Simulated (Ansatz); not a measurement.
**HLi: rigid scan of one bond length in Python**

How does the energy of HLi change as one bond is stretched? Wanted for HLi: a rigid scan of one bond length.

Computed with the Python package of Ansatz 0.2.0. Level of theory: B3LYP+D4/def2-TZVP.

## 1. Starting point

Bond lengths: Li1–H2 1.605 Å.

No structure file is read: the coordinates are typed or built in the script.

## 2. The code

Input file scan_hli.py:

```python
"""Potential curve of HLi along one bond."""

import ansatz as az
from ase.data import atomic_masses, atomic_numbers
import matplotlib.pyplot as plt
import numpy as np


def main() -> None:
    hli = (
        az.Crystal.molecule()
        .atom("Li", (0.0, 0.0, 0.0))
        .atom("H", (0.0, 0.0, 1.605))
    )

    symbols = [site.symbol for site in hli.cartesian_sites]
    start = np.array([site.position_ang for site in hli.cartesian_sites])
    axis = (start[1] - start[0]) / np.linalg.norm(start[1] - start[0])
    moving = [1]
    lengths, energies = [1.412, 1.477, 1.541, 1.605, 1.669, 1.733, 1.798, 1.894], []
    for length in lengths:
        xyz = start.copy()
        xyz[moving] += (length - np.linalg.norm(start[1] - start[0])) * axis
        point = az.Crystal.molecule()
        for symbol, xyz in zip(symbols, xyz):
            point = point.atom(symbol, xyz.tolist())
        setup = (
            point.calculation()
            .basis(gaussian="def2-TZVP")
            .functional("b3lyp", dispersion="d4")
        )
        report = setup.run(threads=1).report
        energies.append(report["free_energy_ev"])
        print(f"r = {length:6.3f} A  E = {energies[-1]:.5f} eV  <S^2> = {abs(report['mean_field']['state']['spin_squared']):.3f}")

    # quartic fit about the minimum
    fit = np.polynomial.Polynomial.fit(lengths, np.array(energies) - min(energies), 4).convert()
    roots = [r.real for r in fit.deriv().roots() if abs(r.imag) < 1e-9 and fit.deriv(2)(r.real) > 0]
    r_e = min(roots, key=lambda r: abs(r - lengths[int(np.argmin(energies))]))
    print(f"minimum of the fit at {r_e:.4f} A, force constant {fit.deriv(2)(r_e):.2f} eV/A^2")
    m1, m2 = (atomic_masses[atomic_numbers[s]] for s in symbols)
    mu = m1 * m2 / (m1 + m2)
    print(f"harmonic wavenumber {521.4709 * np.sqrt(fit.deriv(2)(r_e) / mu):.0f} 1/cm, rotational constant {16.857629 / (mu * r_e ** 2):.4f} 1/cm")
    plt.figure(figsize=(4.5, 3))
    plt.plot(lengths, np.array(energies) - min(energies), "o-")
    plt.xlabel("bond length (A)")
    plt.ylabel("E - E(min) (eV)")
    plt.tight_layout()
    plt.savefig("scan.png", dpi=100)


if __name__ == "__main__":
    main()
```

## 3. The calls as engine input

The package turns the script's settings into the engine's input (first run):

```yaml
crystal:
  periodic: [false, false, false]
  atoms:
    - { symbol: Li, position_ang: [0.0, 0.0, 0.0] }
    - { symbol: H, position_ang: [0.0, 0.0, 1.412] }
basis:
  gaussian:
    orbitals: def2-TZVP
hamiltonian:
  xc: b3lyp
  dispersion: d4
```

## 4. Launch

Started as:

```
> python scan_hli.py
```

**Question.** Where along the scan is the Li-H distance of lowest energy, and how steep are the two sides?

**Answer**, as computed:

```
                        quantity     value
bond length at the fit's minimum  1.5897 Å
                   runs compared         8
                 range of energy  0.206 eV
      lowest point, distance (Å)      1.60
```

What this shows: The lowest point is at 1.605 Å. At the shortest distance (1.41 Å) the energy is 0.13 eV higher, at the longest (1.89 Å) 0.21 eV. Reading the output:
- The basis set is modest, and single-reference methods fail as a bond breaks.
- b3lyp holds the VWN-RPA fit, as in Gaussian; the form of ORCA and Turbomole is b3lyp5.
- The orbitals are restricted, so S² is zero by construction.
